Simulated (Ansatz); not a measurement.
# MgHF+ (doublet): wave-function methods side by side, 6-31G

How much of the correlation energy of MgHF+ (doublet) does each wave-function method recover here?

Computed with Ansatz 0.2.0, Gaussian basis. Level: 6-31G, core rule «outside noble gas», up to 6 orbitals frozen.

To be run: UHF; CCSD(T) on ROHF; CCSD(T) on UHF; BCCD(T) on ROHF; CISD as a restricted active space (open shells left free, so some higher excitations enter); CCSDT(Q) on ROHF; CCSDT(Q) on UHF; CISDTQ; CCSDTQ on ROHF; CCSDTQ on UHF; Full CI.

18 further runs of the same task are left out: 7 for a known fault of the program, 5 that didn't finish, 6 set aside as unsound or not needed. Runs told in other sessions of the task aren't counted.

### Step 1. The system

The geometry is a PBE0/def2-TZVP stationary point (not a proven minimum) of the parent state, kept for this charge and spin.

3 atoms, charge 1, spin multiplicity 2.

Atoms are counted from 1 here; the program's logs count them from 0.

Bond lengths: F1–Mg2 1.756 Å, Mg2–H3 1.688 Å. Angles: F1–Mg2–H3 180.0°.

### Step 2. UHF

File in.yaml:

```yaml
crystal:
  periodic: [false, false, false]
  atoms:
    - {symbol: F, position_ang: [0.000000, 0.000000, 1.733100]}
    - {symbol: Mg, position_ang: [0.000000, 0.000000, -0.022700]}
    - {symbol: H, position_ang: [0.000000, 0.000000, -1.710400]}
basis:
  gaussian: {orbitals: 6-31G}
total_charge: 1
magnetization: {spin_polarized: true, initial_magnetization: 1}
hamiltonian: {xc: hf}
output: {orbitals: {seedname: orbitals}}
```

Command:

```bash
> ansatz run in.yaml --threads 1 --pin off --events-out ev --progress --plain --max-ram 2393MiB
```

After this run come: CCSD(T) on ROHF; CCSD(T) on UHF; BCCD(T) on ROHF; CISD as a restricted active space (open shells left free, so some higher excitations enter); CCSDT(Q) on ROHF; CCSDT(Q) on UHF; CISDTQ; CCSDTQ on ROHF; CCSDTQ on UHF; Full CI.

Q: Predict the results of all the runs planned. Wanted: FCI from the RHF energy; RMP2 from FCI; UMP2 from FCI; RCCSD from FCI; RCCSD(T) from FCI; UCCSD(T) from FCI; RCCSDT(Q) from FCI; UCCSDT(Q) from FCI; T1 diagnostic.

**Answer**, as computed:

| quantity | value |
| --- | --- |
| FCI from the ROHF energy | -3.8580 eV |
| RMP2 from FCI | +1.13 kcal/mol |
| UMP2 from FCI | +1.06 kcal/mol |
| RCCSD from FCI | +1.93 kcal/mol |
| RCCSD(T) from FCI | +0.39 kcal/mol |
| UCCSD(T) from FCI | +0.38 kcal/mol |
| RCCSDT(Q) from FCI | +0.02 kcal/mol |
| UCCSDT(Q) from FCI | -0.16 kcal/mol |
| levels within 1 kcal/mol (43 meV) | RCCSD(T), UCCSD(T), BCCD(T), RCCSDT, UCCSDT, CISDTQ, RCCSDT(Q), UCCSDT(Q), RCCSDTQ, UCCSDTQ |
| T1 diagnostic | 0.033 |
| effectively unpaired electrons | 1.02 |

What this shows: RCCSD(T) misses by +0.39 kcal/mol, 0.4 % of the correlation energy. UCCSDT(Q) falls below full CI: unrestricted runs freeze a spin-polarised core, another one than full CI's, and coupled cluster isn't variational. One determinant dominates. These misses are within one basis, not against nature; the frozen cores of restricted and unrestricted runs differ, which can shift their rows.

Levels on UHF freeze UHF's core orbitals, full CI those of ROHF, so the U rows can settle a little off it for that reason alone.

With open shells the CI space here admits some higher excitations, so it is larger than plain CISD.
